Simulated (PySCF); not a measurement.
Isomers of [C3H10N]+, one conformer each. Level of theory: core-valence-separated Tamm–Dancoff BHandHLYP/aug-pcX-1 (pcseg-1 on H) in PySCF, non-relativistic, gas phase, PBE0-D3(BJ)/def2-SVP geometry. Absolute energies from this functional tend to lie a few eV below measured edges; no shift was applied.

P. `CC[NH2+]C`
Q. `C[NH+](C)C`

Main lines, eV (oscillator strength):
1. C K: 286.4 (0.144), 287.8 (0.041), 288.1 (0.122), 288.1 (0.077), 288.8 (0.058); N K: 402.7 (0.031), 404.4 (0.017), 404.5 (0.113)
2. C K: 285.6 (0.009), 286.4 (0.044), 286.6 (0.053), 286.6 (0.027), 286.8 (0.008); N K: 402.5 (0.024), 403.1 (0.048), 404.5 (0.043), 404.6 (0.033), 406.3 (0.008)
Listed: the first five lines at most of each edge with a tenth or more of its strongest line's intensity; roots within 0.03 eV on the same or equivalent atoms are summed. Only the lowest roots were sought, and the top ones are left out.

**Question.** Which spectrum belongs to which isomer?

**Answer.** 1 = Q, 2 = P.
- P: first C line listed at 285.6 eV, hole on the methyl carbon; first N line listed at 402.5 eV, hole on the ammonium nitrogen.
- Q: first C line listed at 286.4 eV, hole on the N-methyl carbon; first N line listed at 402.7 eV, hole on the ammonium nitrogen.

**Question.** What are the ground-state energies of the isomers at BHandHLYP/aug-pcX-1 (pcseg-1 on H), relative to the lowest?

**Answer.** P 0.0, Q 11.8 kJ/mol (electronic energies on these geometries, no dispersion or zero-point terms).
